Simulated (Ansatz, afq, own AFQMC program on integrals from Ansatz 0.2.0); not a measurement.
AFQMC on a folder of integrals that Ansatz 0.2.0 wrote.

```yaml
crystal:
  periodic: [false, false, false]
  atoms:
    - {symbol: W, position_ang: [0.000000, 0.000000, 0.000000]}
    - {symbol: B, position_ang: [0.000000, 0.000000, 1.756200]}
basis:
  gaussian: {orbitals: def2-SVP}
total_charge: 1
magnetization: {spin_polarized: false}
correlation: {method: ccsd_t, electrons: outside_noble_gas, hamiltonian_folder: ham}
```

```sh
$ ansatz run in.yaml --threads 1 --pin off --events-out ev --progress --plain --max-ram 1843MiB
```

Options of the walk:

```
--method free --trial cisd --walkers 60 --time-step 0.03 --max-blocks 80 --target-error 0.00034 --factor-cut 1e-05 --seed 1376 --times 0,0.3,0.6,1.2,1.8,2.4,3.6,4.8,6 --taylor-order 8
```

Times are imaginary, in 1/Eh. The walk had a cap of 584 s. Core potentials past Kr, no spin–orbit coupling.

Output of the walk:

```
orbitals 41  electrons 4 4  factors 343 of 463
reference energy -90.49727705 Eh
CCSD correlation -0.22623278 Eh in 17 cycles, weight of the determinant in the CISD state 0.7926
repeat  energy at the last time / Eh  error
    10  -90.744445  0.004944
    20  -90.748554  0.005289
    30  -90.751509  0.005092
    40  -90.752785  0.004211
    50  -90.753175  0.003365
    60  -90.753438  0.002952
    70  -90.753143  0.002655
    80  -90.752732  0.002417
time / (1/Eh)  energy / Eh  error  mean overlap
  0.00  -90.722786  0.000718  1.2619
  0.30  -90.732931  0.000792  1.2550
  0.60  -90.736929  0.000727  1.2635
  1.20  -90.741693  0.000845  1.2754
  1.80  -90.744220  0.000980  1.2803
  2.40  -90.744857  0.000935  1.2954
  3.60  -90.745939  0.001443  1.3315
  4.80  -90.744420  0.001796  1.4653
  6.00  -90.752732  0.002417  1.3942
energy -90.752732 +/- 0.002417 Eh
```

The run failed at least one of its tests; the cautions name the faults.

Against this walk (error 65.8 meV) on the same determinant: CCSD(T) 202.0 meV higher, CCSDT(Q) 27.2 meV higher (within the noise). The error is statistical, and a free projection of finite length keeps a remainder of its start. None of these is a sure reference here. The last points scatter (meV from the last: 232 ± 27 at 1.80, 214 ± 25 at 2.40, 185 ± 39 at 3.60, 226 ± 49 at 4.80, 0 ± 66 at 6.00); the last is the one printed as the energy, and the gaps above move with that scatter.

Cautions: remainder of the start not in the error; start not forgotten; error above the target (65.8 against 9.3 meV); no spin-orbit coupling; outer-core shells of the metal frozen; another spin lies lower; restricted determinant unstable towards unrestricted (UHF 1.31 eV lower, ⟨S²⟩ 2.40); strong correlation (T1 0.042, weight of the determinant 0.79, largest double 0.17); (T) is large, 10 % of the CCSD correlation; (Q) is large, 102 meV, so the cluster series hasn't closed; CCSD(T) is in doubt: in a space of 8 electrons in 9 natural orbitals full CI lies 121 meV below it; CCSDT(Q) on the UHF determinant differs (269 meV lower), perhaps since the unrestricted series falls towards higher spin.

The walk took 2.4 min on 1 thread of Arm Neoverse V1 (shared host). The log's last line is the free-projection energy.

CCSDT and higher add their correlation energy to the determinant of the CCSD(T) run, since their own runs factorise the integrals more tightly (a shift of under 2 meV). A walk keeps the symmetry of its determinant, which the program's search chose and which needn't be the lowest solution, so a lower state of the same spin and another symmetry isn't excluded.
